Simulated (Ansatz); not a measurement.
**AlH2⁻, singlet in aug-cc-pVDZ: errors against full CI**

Geometry: a point of a stretch scan, not a stationary point.

```xyz
3

Al    0.0000   -0.1045    0.0248
H     0.0000    1.7362   -1.9217
H     0.0000    1.0613    1.2577
```

Basis aug-cc-pVDZ; Ansatz 0.2.0. Only valence electrons are correlated (noble-gas cores frozen), which leaves 6 electrons in 40 orbitals. Prefix R: restricted or restricted open-shell reference; prefix U: unrestricted. Active spaces: pair = (2e, 2o) about the gap; valence = (6e, 6o) chosen from the atoms' valence shells.

Full CI is exact within this basis and frozen core; it isn't the basis-set limit. The frozen core follows each run's orbitals, which can shift R against U totals by a few meV.

The UHF ⟨S²⟩ is 0.320 and the T1 diagnostic (RCCSD) is 0.0238. The largest doubles amplitude (RCCSD) is 0.067.

```json
{"level": "RHF", "E − E(full CI) (mEh)": "120.10", "share of correlation (%)": "0.00", "wall time": "–"}
{"level": "RMP2", "E − E(full CI) (mEh)": "35.78", "share of correlation (%)": "70.21", "wall time": "–"}
{"level": "CISD", "E − E(full CI) (mEh)": "11.48", "share of correlation (%)": "90.44", "wall time": "0.54 s"}
{"level": "RCCSD", "E − E(full CI) (mEh)": "4.16", "share of correlation (%)": "96.54", "wall time": "–"}
{"level": "RCCSD(T)", "E − E(full CI) (mEh)": "1.18", "share of correlation (%)": "99.01", "wall time": "0.78 s"}
{"level": "BCCD(T)", "E − E(full CI) (mEh)": "1.18", "share of correlation (%)": "99.02", "wall time": "0.48 s"}
{"level": "RCCSDT", "E − E(full CI) (mEh)": "0.19", "share of correlation (%)": "99.84", "wall time": "–"}
{"level": "RCCSDT(Q)", "E − E(full CI) (mEh)": "0.03", "share of correlation (%)": "99.97", "wall time": "2.3 s"}
{"level": "RCCSDTQ", "E − E(full CI) (mEh)": "0.00", "share of correlation (%)": "100.00", "wall time": "10 s (H100)"}
{"level": "CASSCF (pair space)", "E − E(full CI) (mEh)": "98.20", "share of correlation (%)": "18.23", "wall time": "–"}
{"level": "NEVPT2 (pair space)", "E − E(full CI) (mEh)": "31.09", "share of correlation (%)": "74.11", "wall time": "0.45 s"}
{"level": "MRCISD (pair space)", "E − E(full CI) (mEh)": "7.35", "share of correlation (%)": "93.88", "wall time": "–"}
{"level": "MRCISD+Q (pair space)", "E − E(full CI) (mEh)": "-1.55", "share of correlation (%)": "101.29", "wall time": "0.6 s"}
{"level": "CASSCF (valence space)", "E − E(full CI) (mEh)": "66.89", "share of correlation (%)": "44.30", "wall time": "–"}
{"level": "NEVPT2 (valence space)", "E − E(full CI) (mEh)": "27.09", "share of correlation (%)": "77.44", "wall time": "0.72 s"}
{"level": "MRCISD (valence space)", "E − E(full CI) (mEh)": "4.38", "share of correlation (%)": "96.36", "wall time": "–"}
{"level": "MRCISD+Q (valence space)", "E − E(full CI) (mEh)": "0.52", "share of correlation (%)": "99.57", "wall time": "1.1 s"}
```

The correlation energy at full CI, counted from RHF, is -3.268 eV. That run took 15 s on 2 threads of AMD EPYC 7R13 with a shared H100 80 GB, shared host over 48,998,162 determinants.

Run but not shown, since their state, orbitals or frozen core can't be matched to the reference's or they repeat it: UHF.

Times hold each run's SCF and search for its determinant on a shared host, so for small cases they say little of a method's own cost; rows without a card ran on 1 thread of AMD EPYC 7R13. Some runs computed forces too.

Not variational, and here over 5 meV under the exact energy: MRCISD+Q (pair space).

The full-CI state has the irrep A' of Cs, in the program's axes.

Natural occupations of full CI about the gap: 1.945 1.899 1.858 0.088 0.067 0.034 0.019 0.014 0.013 0.011; effectively unpaired electrons, Σ n²(2−n)², 0.17.
